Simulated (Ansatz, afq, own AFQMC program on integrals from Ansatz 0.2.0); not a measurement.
Two steps: Ansatz 0.2.0 writes the Fock matrix and Cholesky factors of the valence space, and afq projects on them the lowest state that overlaps trial and start.

```yaml
crystal:
  periodic: [false, false, false]
  atoms:
    - {symbol: Al, position_ang: [0.000000, 0.000000, 0.105100]}
    - {symbol: C, position_ang: [0.000000, 0.000000, -1.811100]}
    - {symbol: H, position_ang: [0.000000, 0.000000, 1.706000]}
basis:
  gaussian: {orbitals: cc-pVDZ}
total_charge: 1
magnetization: {spin_polarized: false, initial_magnetization: 1}
correlation: {method: ccsd_t, electrons: outside_noble_gas, hamiltonian_folder: ham}
```

```sh
$ ansatz run in.yaml --threads 1 --pin off --events-out ev --progress --plain --max-ram 1382MiB
```

Options of the walk:

```
--method phaseless --trial cid --walkers 160 --populations 1 --least-time 40 --time-step 0.01 --steps-per-block 25 --equilibration-blocks 24 --max-blocks 240 --target-error 0.00064 --factor-cut 0.0001 --start determinant --seed 5601 --taylor-order 8
```

Times are imaginary, in 1/Eh. The walk had a cap of 236 s.

Output of the walk:

```
orbitals 31  electrons 4 3  factors 187 of 357
reference energy -279.88668351 Eh
CCSD correlation -0.15199571 Eh in 15 cycles, weight of the determinant in the CISD state 0.8850
energy of the start -280.036477 Eh
 block  time / (1/Eh)  mean weight  energy / Eh
     1     0.250  0.9997  -280.035485
     2     0.500  1.0004  -280.036301
     3     0.750  1.0000  -280.037046
     4     1.000  1.0000  -280.037139
     5     1.250  0.9998  -280.038642
     7     1.750  1.0006  -280.039855
     9     2.250  1.0008  -280.040799
    13     3.250  0.9982  -280.041600
    21     5.250  0.9987  -280.042024
    29     7.250  1.0005  -280.043681
    37     9.250  0.9933  -280.045236
    45    11.250  0.9993  -280.046303
    53    13.250  0.9999  -280.047804
    61    15.250  1.0020  -280.043461
    69    17.250  1.0002  -280.048702
    77    19.250  1.0016  -280.050035
    85    21.250  1.0015  -280.044213
    93    23.250  0.9994  -280.045608
   101    25.250  1.0023  -280.046310
   109    27.250  1.0006  -280.048036
   117    29.250  0.9994  -280.046677
   125    31.250  1.0022  -280.044650
   133    33.250  1.0013  -280.048326
   141    35.250  1.0000  -280.045592
   149    37.250  1.0014  -280.040848
   157    39.250  1.0025  -280.046619
   165    41.250  1.0012  -280.046698
   173    43.250  0.9993  -280.046861
   177    44.250  0.9955  -280.051290
   181    45.250  0.9992  -280.046554
blocks merged  error / Eh  count
     1  0.000195  160
     2  0.000248  80
     4  0.000286  40
     8  0.000321  20
    16  0.000416  10
energy -280.045853 +/- 0.000321 Eh
(rows thinned)
```

The run passed its tests (sampling time, drift between the halves within three errors, error under three times the target), which doesn't prove that it has relaxed.

Against this walk (error 8.7 meV) on the same determinant: CCSD(T) 74.1 meV higher, CCSDT(Q) 25.9 meV higher, a separate phaseless walk with a CISD trial and standard settings 52.2 ± 14.6 meV higher. The error is statistical and leaves out the bias of the constraint.

Cautions: constraint bias not in the error; another spin lies lower (by 882 meV); a spin-contaminated unrestricted determinant lies lower (UHF 729 meV lower, ⟨S²⟩ 1.59); CCSDT(Q) on the UHF determinant differs (942 meV lower), perhaps since the unrestricted series falls towards higher spin; the time-step error isn't removed.

The walk took 2.9 min on 1 thread of Arm Neoverse V2, with other jobs on the host. The log's last line is the phaseless energy.

CCSDT and higher add their correlation energy to the determinant of the CCSD(T) run, since their own runs factorise the integrals more tightly (a shift of under 2 meV). A walk keeps the symmetry of its determinant, which the program's search chose and which needn't be the lowest solution, so a lower state of the same spin and another symmetry isn't excluded.
